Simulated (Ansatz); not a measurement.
The inner images of a band of C2H3F2 (7 atoms, charge 1, multiplicity 1) are given out of order.

All numbers below come from RKS r2SCAN/def2-SVP (Ansatz 0.2.0).

First end point:

```xyz
7
Properties=species:S:1:pos:R:3
F -1.363 0.475 -1.065
C -0.331 0.639 -0.382
C 0.271 -0.478 0.302
F -0.359 -1.633 0.134
H 0.071 1.669 -0.343
H 1.346 -0.502 -0.026
H 0.363 -0.171 1.380
```

Last end point:

```xyz
7
Properties=species:S:1:pos:R:3
F 0.084 1.750 -0.356
C -0.391 0.592 -0.413
C 0.269 -0.482 0.301
F -0.346 -1.653 0.149
H -1.309 0.469 -1.022
H 1.340 -0.505 -0.037
H 0.354 -0.170 1.377
```

Problem. Put them in order from the first end to the last, with their energies above the first end.
A.
```xyz
7
Properties=species:S:1:pos:R:3
F -0.011 0.979 -1.543
C -0.335 0.636 -0.390
C 0.315 -0.485 0.297
F -0.719 -1.177 0.837
H -1.173 1.196 0.069
H 0.954 -1.099 -0.366
H 0.969 -0.049 1.097
```
B.
```xyz
7
Properties=species:S:1:pos:R:3
F -1.127 0.411 -1.304
C -0.329 0.647 -0.372
C 0.242 -0.460 0.365
F -0.457 -1.585 0.259
H -0.093 1.714 -0.201
H 1.251 -0.545 -0.153
H 0.513 -0.180 1.406
```
C.
```xyz
7
Properties=species:S:1:pos:R:3
F -0.260 0.759 -1.613
C -0.318 0.640 -0.373
C 0.418 -0.433 0.324
F -0.772 -1.093 0.626
H -1.067 1.273 0.139
H 1.054 -1.042 -0.337
H 0.945 -0.104 1.235
```
D.
```xyz
7
Properties=species:S:1:pos:R:3
F -0.509 0.536 -1.594
C -0.320 0.631 -0.363
C 0.465 -0.409 0.330
F -0.770 -1.091 0.455
H -0.884 1.433 0.148
H 1.173 -0.969 -0.296
H 0.846 -0.131 1.321
```
E.
```xyz
7
Properties=species:S:1:pos:R:3
F 0.224 1.149 -1.370
C -0.357 0.619 -0.397
C 0.237 -0.519 0.277
F -0.658 -1.183 1.011
H -1.294 1.105 -0.062
H 0.843 -1.164 -0.396
H 1.005 -0.006 0.936
```
F.
```xyz
7
Properties=species:S:1:pos:R:3
F -0.902 0.401 -1.443
C -0.316 0.664 -0.374
C 0.301 -0.449 0.362
F -0.570 -1.477 0.353
H -0.370 1.725 -0.063
H 1.234 -0.710 -0.213
H 0.623 -0.153 1.378
```
G.
```xyz
7
Properties=species:S:1:pos:R:3
F -0.695 0.447 -1.538
C -0.317 0.661 -0.371
C 0.391 -0.437 0.344
F -0.677 -1.308 0.423
H -0.651 1.627 0.057
H 1.217 -0.856 -0.261
H 0.731 -0.134 1.346
```

Solution. B (+0.08 eV), F (+0.36 eV), G (+0.51 eV), D (+0.43 eV), C (+0.41 eV), A (+0.31 eV), E (+0.13 eV).

Time of the run: 6 min on 1 thread of AMD EPYC (Zen 3), with other jobs on the host, peak memory 0.14 GiB.
